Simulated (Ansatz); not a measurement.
# H3O (doublet): the correlation ladder at distance O1–H3 along a hydrogen transfer = 0.960 Å, 6-31G

Aim: climb from Hartree-Fock through coupled cluster and multireference methods for H3O (doublet) at one geometry and basis, and see what each rung misses.

Program: Ansatz 0.2.0, Gaussian basis. Level of theory: 6-31G, core rule «outside noble gas», up to 1 orbitals frozen. These are calculated values, not measurements.

To be run: UHF; CCSD(T) on ROHF; CCSD(T) on UHF; BCCD(T) on ROHF; CISD; CCSDT(Q) on ROHF; CCSDT(Q) on UHF; CISDTQ; CCSDTQ on ROHF; CCSDTQ on UHF; CASSCF and MRCISD+Q, 3 electrons in 3 orbitals; CASSCF and NEVPT2, 3 electrons in 3 orbitals; CASSCF and MRCISD+Q, 9 electrons in 7 orbitals; CASSCF and MRCISD+Q(relaxed), 9 electrons in 7 orbitals; CASSCF and NEVPT2, 9 electrons in 7 orbitals; Full CI.

4 further runs of the same task are left out: 4 that didn't finish.

### 1 The geometry

The geometry derives from fragments relaxed apart (PBE0/def2-TZVP) and kept rigid, so it is no stationary point. A hydrogen atom is moved between rigid fragments.

4 atoms, charge 0, spin multiplicity 2.

Atoms are counted from 1 here; the program's logs count them from 0.

Bond lengths: O1–H2 0.960 Å, O1–H3 0.960 Å. Angles: H2–O1–H3 105.1°.

### 2 UHF

The input, in.yaml:

```yaml
crystal:
  periodic: [false, false, false]
  atoms:
    - {symbol: O, position_ang: [-0.153349, -0.049094, 0.000000]}
    - {symbol: H, position_ang: [-0.402659, 0.877481, 0.000000]}
    - {symbol: H, position_ang: [0.806180, -0.049094, 0.000000]}
    - {symbol: H, position_ang: [2.030651, -0.049094, 0.000000]}
basis:
  gaussian: {orbitals: 6-31G}
magnetization: {spin_polarized: true, initial_magnetization: 1}
hamiltonian: {xc: hf}
output: {orbitals: {seedname: orbitals}}
```

Started as:

```bash
$ ansatz run in.yaml --threads 1 --pin off --events-out ev --progress --plain --max-ram 2393MiB
```

Further steps of the session: CCSD(T) on ROHF; CCSD(T) on UHF; BCCD(T) on ROHF; CISD; CCSDT(Q) on ROHF; CCSDT(Q) on UHF; CISDTQ; CCSDTQ on ROHF; CCSDTQ on UHF; CASSCF and MRCISD+Q, 3 electrons in 3 orbitals; CASSCF and NEVPT2, 3 electrons in 3 orbitals; CASSCF and MRCISD+Q, 9 electrons in 7 orbitals; CASSCF and MRCISD+Q(relaxed), 9 electrons in 7 orbitals; CASSCF and NEVPT2, 9 electrons in 7 orbitals; Full CI.

**Question.** What will the summary of the whole plan be? Wanted: FCI below the RHF energy; RMP2 from FCI; UMP2 from FCI; RCCSD from FCI; RCCSD(T) from FCI; UCCSD(T) from FCI; RCCSDT(Q) from FCI; UCCSDT(Q) from FCI; NEVPT2 pair from FCI.

As calculated:

| quantity | value |
| --- | --- |
| FCI below the RHF energy | -3.7960 eV |
| RMP2 from FCI | +244.5 meV |
| UMP2 from FCI | +241.6 meV |
| RCCSD from FCI | +45.8 meV |
| RCCSD(T) from FCI | +15.6 meV |
| UCCSD(T) from FCI | +15.2 meV |
| RCCSDT(Q) from FCI | -0.4 meV |
| UCCSDT(Q) from FCI | -0.4 meV |
| NEVPT2 pair from FCI | +191.7 meV |
| MRCISD+Q pair from FCI | +34.3 meV |
| NEVPT2 valence from FCI | +304.7 meV |
| levels within 1 kcal/mol (43 meV) | RCCSD(T), UCCSD(T), BCCD(T), RCCSDT, UCCSDT, CISDTQ, RCCSDT(Q), UCCSDT(Q), RCCSDTQ, UCCSDTQ, MRCISD+Q pair, MRCISD+Q valence, MRCISD+Q(relaxed) valence |
| T1 diagnostic | 0.016 |
| effectively unpaired electrons | 1.02 |

RCCSD(T) lands +15.6 meV from the yardstick (0.4 % of the correlation energy). One determinant dominates. Of the multireference levels listed MRCISD+Q(relaxed) valence comes nearest in total energy (+5.2 meV), which doesn't show that its space is the better one. These misses are within one basis, not against nature; the frozen cores of restricted and unrestricted runs differ, which can shift their rows.
